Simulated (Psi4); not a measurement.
# C2H4Si (Si(CCH)H3), run twice

Wanted: the energy of C2H4Si (Si(CCH)H3), USCS-MP2/aug-cc-pCVDZ.

The calculation is run with Psi4 1.11.

3 further runs of the same task are left out: 3 set aside as unsound or not needed.

### Step 1. The system as given

C2H4Si: 7 atoms, total charge 0, spin state singlet. SMILES: `[H][Si]([H])([H])C#C`. The shape is that of a GFN2-xTB optimisation.

Bond lengths: Si1–C2 1.848 Å, C2–C3 1.202 Å, C3–H4 1.052 Å, Si1–H5 1.465 Å, Si1–H6 1.464 Å, Si1–H7 1.465 Å. Angles: Si1–C2–C3 179.3°, C2–Si1–H5 108.0°, C2–Si1–H6 108.2°, C2–Si1–H7 108.1°, C2–C3–H4 179.9°, H5–Si1–H6 110.8°, H5–Si1–H7 110.8°, H6–Si1–H7 110.8°.

### Step 2. Try one

File input.in:

```
memory 1.6 GB

molecule {
  0 1
  Si    -0.00247554     0.00582036    -2.06178569
  C     -0.01691305     0.00257003     1.43105180
  C      0.00000000    -0.00899510     3.70267268
  H      0.01181079    -0.01757445     5.69145824
  H      2.63395696     0.01436192    -2.90571848
  H     -1.32050282     2.27993567    -2.92760151
  H     -1.30585744    -2.27613732    -2.93009595
  units au
  symmetry c1
}

set {
  reference   uhf
  scf_type    pk
  freeze_core true
  mp2_type    df
  docc        [17]
}

energy('scs-mp2/aug-cc-pCVDZ')
print_variables()
```

The run is started by

```console
$ psi4 -i input.in -o input.out -n 1
```

input.out:

```text
Psi4 1.11 release

   => Loading Basis Set <=

    Name: AUG-CC-PCVDZ
    Role: ORBITAL
    Keyword: BASIS

RuntimeError:
Fatal Error: Got 17 alpha electrons, expected 15.
DOCC and SOCC must specify the occupation of all electrons or none.

Printing out the relevant lines from the Psithon --> Python processed input file:
    core.set_global_option("REFERENCE", "uhf")
    core.set_global_option("SCF_TYPE", "pk")
    core.set_global_option("FREEZE_CORE", "true")
    core.set_global_option("MP2_TYPE", "df")
    core.set_global_option("DOCC", [17])
--> energy('scs-mp2/aug-cc-pCVDZ')
    print_variables()

!----------------------------------------------------------------------------------!
!                                                                                  !
! Fatal Error: Got 17 alpha electrons, expected 15.                                !
! DOCC and SOCC must specify the occupation of all electrons or none.              !
!                                                                                  !
!----------------------------------------------------------------------------------!

    Psi4 run time: 0:00:00.13
```

Run time: 0.92 s. Hardware: 1 thread of Intel Xeon 6975P-C (Granite Rapids), shared host; peak memory 0.14 GiB.

### Step 3. What went wrong

The program refused the input.

The telling line is `Fatal Error: Got 17 alpha electrons, expected 15.`. What is wrong: the orbital occupation or active space doesn't match the electron count or the lowest state. To mend it: docc at its default in place of (17).

### Step 4. The mended input

File input.inp:

```
memory 1.6 GB

molecule m {
  0 1
  Si    -0.00247554     0.00582036    -2.06178569
  C     -0.01691305     0.00257003     1.43105180
  C      0.00000000    -0.00899510     3.70267268
  H      0.01181079    -0.01757445     5.69145824
  H      2.63395696     0.01436192    -2.90571848
  H     -1.32050282     2.27993567    -2.92760151
  H     -1.30585744    -2.27613732    -2.93009595
  units bohr
  symmetry c1
}

set globals {
  reference uhf
  scf_type pk
  freeze_core true
  mp2_type df
}

E, wfn = energy('scs-mp2/aug-cc-pCVDZ', return_wfn=True)
```

The run is started by

```console
$ psi4 input.inp input.out -n 1
```

input.out:

```text
[...]
  Running in c1 symmetry.
[...]
  Nuclear repulsion =   82.929912510301094
[...]
  Multiplicity = 1
[...]
  Nalpha       = 15
  Nbeta        = 15
[...]
    Number of basis functions: 126
[...]
   @UHF iter   1:  -366.86087089205756   -9.61646e-01   2.71961e-03 ADIIS/DIIS
[...]
   @UHF iter  10:  -366.94189276826711   -2.17710e-11   4.89446e-09 DIIS
[...]
   @S^2 Observed:                1.172395514E-13
[...]
    Orbital Energies [Eh]
    ---------------------
    Alpha Occupied:
       1A    -68.802516     2A    -11.249994     3A    -11.231299
       4A     -6.149035     5A     -4.255717     6A     -4.255358
       7A     -4.255356     8A     -1.030694     9A     -0.783651
      10A     -0.717890    11A     -0.554283    12A     -0.505139
      13A     -0.505103    14A     -0.402780    15A     -0.402734
    Alpha Virtual:
      16A      0.033382    17A      0.045228    18A      0.057060
      19A      0.057075    20A      0.059884    21A      0.089971
      22A      0.090165    23A      0.109691    24A      0.109717
      25A      0.125022    26A      0.145384    27A      0.158031
[...]
  @UHF Final Energy:  -366.94189276826711
   => Energetics <=
    Nuclear Repulsion Energy =             82.9299125103010937
    One-Electron Energy =                -669.5405092005692040
    Two-Electron Energy =                 219.6687039220010433
    Total Energy =                       -366.9418927682671097
  UHF NO Occupations:
  HONO-2 :   13  A 2.0000000
  HONO-1 :   14  A 2.0000000
[...]
 Multipole Moments:
 ------------------------------------------------------------------------------------
     Multipole            Electronic (a.u.)      Nuclear  (a.u.)        Total (a.u.)
 ------------------------------------------------------------------------------------
 L = 1.  Multiply by 2.5417464519 to convert [e a0] to [Debye]
 Dipole X            :         -0.0137290            0.0186028            0.0048738
 Dipole Y            :          0.0009651           -0.0027185           -0.0017533
 Dipole Z            :          1.6303910           -1.5771907            0.0532003
 Magnitude           :                                                    0.0534519
[...]
	SCS-MP2 Total Energy (a.u.)        :  -367.31365019618312
	SOS-MP2 Total Energy (a.u.)        :  -367.28671868636735
	SCSN-MP2 Total Energy (a.u.)       :  -367.08409114009402
[...]
	SOS-PI-MP2 Total Energy (a.u.)     :  -367.34418967271739
[...]
	MP2 Total Energy (a.u.)            :  -367.31004222946444
[...]
```

Run time: 15 s. Hardware: 1 thread of Intel Xeon 6975P-C (Granite Rapids), shared host; peak memory 0.98 GiB.

### Step 5. What came out

Level: USCS-MP2/aug-cc-pCVDZ.

| quantity | value |
| --- | --- |
| total energy | -367.31365 Eh |
| HOMO energy (Hartree–Fock orbitals) | -10.96 eV |
| LUMO energy (Hartree–Fock orbitals) | 0.91 eV |
| HOMO–LUMO gap (Hartree–Fock orbitals) | 11.87 eV |
| correlation energy (7 core orbitals frozen) | -371.8 mEh |
